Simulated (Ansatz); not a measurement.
C₂H₆Al (`C[CH2][AlH]`) radical, 9 atoms. The species carries charge 0 and has multiplicity 2. Hardware: A = 2 threads of an AMD EPYC 7R13 on a shared host; B = 2 threads of an AMD EPYC 7R13 on a shared host and a share of an NVIDIA H100 80 GB. Correlated methods freeze the cores. Open-shell runs search over several starts.

(1) Give the basis size and wall time and peak host memory of each of these runs in Ansatz. UKS PBE0-D4/def2-TZVP relaxation (5 steps) [A]; UKS PBE0-D4/def2-TZVP frequencies [A]; UKS BLYP-D4/def2-TZVPP energy [A]; direct RPA on PBE orbitals/def2-TZVPP energy [A]; UHF-CCSD(T)/cc-pV(Q+d)Z energy [B]; UKS r2SCAN-D4/def2-TZVPP energy and forces [A]; UHF-CCSD(T)/cc-pV(D+d)Z energy [A]; UHF-CCSD(T)/cc-pV(T+d)Z energy [B]; UHF-CCSD(T)/def2-TZVPP energy [B]; UKS ωB97M-V/def2-QZVPP energy [B]; UKS HSE06 (plane-wave form)-D4/def2-TZVPP energy [A]; UKS ωB97M-V/def2-SVP energy [A]. (Best estimate.)

Answers

(1) The calculation gave: Other jobs shared the machine, so times are rough.

| level | job | functions | wall time | peak host memory (GiB) |
| --- | --- | --- | --- | --- |
| UKS BLYP-D4/def2-TZVPP | energy [A] | 188 | 2.7 s | 0.34 |
| UHF-CCSD(T)/def2-TZVPP | energy [B] | 188 | 3 s | 0.82 |
| UKS HSE06 (plane-wave form)-D4/def2-TZVPP | energy [A] | 188 | 4.2 s | 0.48 |
| UHF-CCSD(T)/cc-pV(D+d)Z | energy [A] | 81 | 4.5 s | 0.46 |
| UKS ωB97M-V/def2-SVP | energy [A] | 76 | 4.9 s | 0.35 |
| direct RPA on PBE orbitals/def2-TZVPP | energy [A] | 188 | 5.5 s | 0.52 |
| UKS r2SCAN-D4/def2-TZVPP | energy and forces [A] | 188 | 6 s | 0.34 |
| UHF-CCSD(T)/cc-pV(T+d)Z | energy [B] | 183 | 8.5 s | 0.82 |
| UKS ωB97M-V/def2-QZVPP | energy [B] | 364 | 14 s | 1.1 |
| UKS PBE0-D4/def2-TZVP | relaxation (5 steps) [A] | 135 | 16 s | 0.34 |
| UHF-CCSD(T)/cc-pV(Q+d)Z | energy [B] | 354 | 28 s | 1.6 |
| UKS PBE0-D4/def2-TZVP | frequencies [A] | 135 | 86 s | 0.34 |
